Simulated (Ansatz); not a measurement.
Geometry optimisation, UKS BLYP-D4/def2-SVP in Ansatz 0.2.0.

input.yaml

```yaml
crystal:
  periodic: [false, false, false]
  atoms:
    - { symbol: Al, position_ang: [-0.034446, -0.412001, 0.246591] }
    - { symbol: H, position_ang: [0.758951, -0.714128, 2.871918] }
    - { symbol: H, position_ang: [1.302228, 0.416765, -0.131878] }
    - { symbol: H, position_ang: [-1.44691, 0.347904, 0.032192] }
    - { symbol: "N", position_ang: [0.044418, -0.133788, 2.378158] }
    - { symbol: H, position_ang: [-0.87076, -0.354874, 2.800719] }
    - { symbol: H, position_ang: [0.246519, 0.850122, 2.622299] }
magnetization:
  spin_polarized: true
  initial_magnetization: 1
basis:
  gaussian: { orbitals: def2-SVP }
hamiltonian:
  xc: blyp
  dispersion: d4
relax:
  f_tol: 0.03
  max_steps: 50
```

Run as:

```bash
$ ansatz run input.yaml --threads 1 --pin off --max-ram 2048MiB --backend cpu --events-out ev --progress --plain --runs-dir out
```

Problem. Where does it end, and by what steps?

Solution. The forces met the threshold. The force dipped under the threshold on the way, but the program's further checks kept it going. After 5 steps the energy has fallen by 0.009 eV; H2 moved furthest, 0.15 Å.

```json
{"step": "0", "energy less start (eV)": "0.0000", "largest force component (eV/Å)": "0.364", "accepted": "yes"}
{"step": "1", "energy less start (eV)": "-0.0055", "largest force component (eV/Å)": "0.108", "accepted": "yes"}
{"step": "2", "energy less start (eV)": "-0.0074", "largest force component (eV/Å)": "0.119", "accepted": "yes"}
{"step": "3", "energy less start (eV)": "-0.0090", "largest force component (eV/Å)": "0.009", "accepted": "yes"}
{"step": "4", "energy less start (eV)": "-0.0093", "largest force component (eV/Å)": "0.062", "accepted": "yes"}
{"step": "5", "energy less start (eV)": "-0.0094", "largest force component (eV/Å)": "0.026", "accepted": "yes"}
```

```xyz
7
Properties=species:S:1:pos:R:3
Al -0.077 -0.409 0.265
H 0.836 -0.610 2.798
H 1.337 0.293 -0.100
H -1.417 0.466 0.012
N 0.024 -0.132 2.375
H -0.817 -0.479 2.861
H 0.113 0.871 2.610
```

Whether the end is a true minimum wasn't checked by a vibrational analysis.

Run time: 6.5 s on 1 thread of Intel(R) Xeon(R) 6975P-C (Granite Rapids), with other jobs on the host, peak memory 0.13 GiB.
